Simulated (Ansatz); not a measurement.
# CH₄ (triplet): from a generated start to a stationary point

Where does this start of CH₄ (triplet) end when it is relaxed?

Method: UKS PBE0/def2-TZVP; program: Ansatz 0.2.0, Gaussian basis.

## Step 1: The system as given

5 atoms, charge 0, spin multiplicity 3.

Atoms are counted from 1 here; the program's logs count them from 0.

Bond lengths: C1–H2 1.068 Å, C1–H4 1.067 Å, C1–H5 1.068 Å. Angles: H2–C1–H4 120.1°, H2–C1–H5 119.9°, H4–C1–H5 120.0°.

Geometry (Å):

```
C     0.14147    0.10052   -0.13348
H     0.52392    0.46430    0.79465
H    -2.11283   -1.50001    1.99202
H    -0.83644    0.38145   -0.45646
H     0.73962   -0.54356   -0.73964
```

The start was built by rule and, where that kept it together, relaxed with GFN2-xTB. Sticks and bond lists go by distance. 

## Step 2: Relaxation

File in.yaml:

```yaml
crystal:
  periodic: [false, false, false]
  atoms:
    - {symbol: C, position_ang: [0.141467, 0.100521, -0.133480]}
    - {symbol: H, position_ang: [0.523916, 0.464299, 0.794648]}
    - {symbol: H, position_ang: [-2.112831, -1.500013, 1.992020]}
    - {symbol: H, position_ang: [-0.836441, 0.381453, -0.456464]}
    - {symbol: H, position_ang: [0.739622, -0.543556, -0.739639]}
basis:
  gaussian: {orbitals: def2-TZVP}
magnetization: {spin_polarized: true, initial_magnetization: 2}
hamiltonian: {xc: pbe0}
relax: {f_tol: 0.004, max_steps: 80}
```

The run is started by

```bash
ansatz run in.yaml --threads 1 --pin off --events-out ev --progress --plain --max-ram 1740MiB
```

**Question.** What will these runs give? Wanted: energy gained; shift from the start; total energy; dipole moment; ⟨S²⟩.

The runs gave:

| quantity | value |
| --- | --- |
| steps | 16 |
| energy gained | 0.020 eV |
| shift from the start (rms) | 0.419 Å |
| total energy | -1096.6217 eV |
| dipole moment | 0.00 D |
| ⟨S²⟩ | 2.005 |

The bonds of the start are those of the end. C1–H4 went from 1.067 to 1.080 Å. No vibrations were run, so this is a stationary point, not a proven minimum, and this spin need not be the ground state's.
